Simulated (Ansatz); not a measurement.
Ansatz (a quantum-chemistry and plane-wave program) input (B3LYP/pcseg-1): A basis named .json is the Basis Set Exchange file of that set (core-valence sets with the plain set on hydrogen).

Ansatz 0.2 input:
```yaml
crystal:
  periodic: [false, false, false]
  atoms:
    - {symbol: S, position_ang: [0.00184013, 0.00030176, 0.10309296]}
    - {symbol: H, position_ang: [-0.00752722, 0.96781232, -0.82771199]}
    - {symbol: H, position_ang: [-0.02191490, -0.97264043, -0.82177540]}
basis:
  gaussian:
    orbitals: pcseg-1.json
hamiltonian:
  xc: {name: B3LYP}
magnetization: {spin_polarized: false}
```

Output:

```
Functional definition: B3LYP
integrals: 0.00 GiB planned
272 factors; integrals over basis functions are off by at most 9.6e-4 eV
mean field: 0.07 GiB planned
mean field evaluation 1: about -10867.6213 eV, gradient 1.2e1 eV
mean field evaluation 2: about -10867.7044 eV, gradient 1.1e1 eV
mean field evaluation 4: about -10868.1040 eV, gradient 1.8e-1 eV
mean field evaluation 8: about -10868.1020 eV, gradient 1.7e-4 eV
mean field -10868.10204069 eV, -399.3953833312 hartree, gradient 1.4e-5 eV, S^2 0.000000; 0 other end points of the search recorded, 0 dependent functions left out
reference -10868.10220896 eV, -399.3953895152 hartree; 9, 9 occupied and 19, 19 virtual orbitals, 272 factors
Total energy: -10868.10220896 eV, -399.3953895152 hartree
```
